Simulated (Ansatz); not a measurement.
H2Si, SMILES `[SiH2]` (excited triplet) (charge 0, multiplicity 3). This triplet is an excited state, 0.89 eV above the relaxed singlet at the level composite: frozen-core CCSD(T) with HF/cc-pV5Z and the correlation energy extrapolated as X^-3 from cc-pVQZ and cc-pV5Z, plus full CI minus CCSD(T) in cc-pVDZ // PBE0-D3(BJ)/def2-TZVP (Ansatz, a first-principles code).

Calculation: frozen-core CCSDTQ/6-31g // PBE0-D3(BJ)/def2-TZVP run with Ansatz.

Ansatz 0.2 input:
```yaml
crystal:
  periodic: [false, false, false]
  atoms:
    - { symbol: Si, position_ang: [-0.001823, 0.504671, -0.000001] }
    - { symbol: H, position_ang: [-1.277456, -0.256955, 0.000005] }
    - { symbol: H, position_ang: [1.27928, -0.247716, -0.000004] }
basis:
  gaussian: { orbitals: "6-31g" }
correlation:
  method: ccsdtq
magnetization:
  spin_polarized: true
  initial_magnetization: 2
```

Output:

```
Functional definition: HF
344 factors; integrals over basis functions are off by at most 3.2e-8 eV
mean field evaluation 1: about -7889.9139 eV, gradient 5.2e0 eV
mean field evaluation 2: about -7889.9164 eV, gradient 5.2e0 eV
mean field evaluation 4: about -7890.3741 eV, gradient 7.5e-1 eV
mean field evaluation 8: about -7890.3945 eV, gradient 1.1e-2 eV
mean field evaluation 16: about -7890.3846 eV, gradient 3.7e-1 eV
mean field -7890.39445825 eV, -289.9666480391 hartree, gradient 9.8e-7 eV, S^2 2.005964; 0 other end points of the search recorded, 0 dependent functions left out
5 core orbitals not correlated
reference -7890.39445825 eV, -289.9666480391 hartree; 4, 2 occupied and 8, 10 virtual orbitals, 344 factors
second order -0.94665517 eV of doubles, -0.00000000 eV of singles
cycle   1  -1.21651016 eV  change   -2.7e-1 eV  update   4.6e-2
cycle   2  -1.37472733 eV  change   -1.6e-1 eV  update   2.1e-2
cycle   3  -1.38682893 eV  change   -1.2e-2 eV  update   5.8e-3
cycle   4  -1.38882731 eV  change   -2.0e-3 eV  update   1.7e-3
cycle   5  -1.38836855 eV  change    4.6e-4 eV  update   5.1e-4
cycle   6  -1.38850236 eV  change   -1.3e-4 eV  update   2.0e-4
cycle   7  -1.38859170 eV  change   -8.9e-5 eV  update   7.4e-5
cycle   8  -1.38853976 eV  change    5.2e-5 eV  update   2.5e-5
cycle   9  -1.38854649 eV  change   -6.7e-6 eV  update   7.0e-6
cycle  10  -1.38854948 eV  change   -3.0e-6 eV  update   2.4e-6
cycle  11  -1.38855020 eV  change   -7.1e-7 eV  update   9.2e-7
cycle  12  -1.38854980 eV  change    4.0e-7 eV  update   3.2e-7
Total energy: -7891.78300804 eV, -290.0176763030 hartree
```
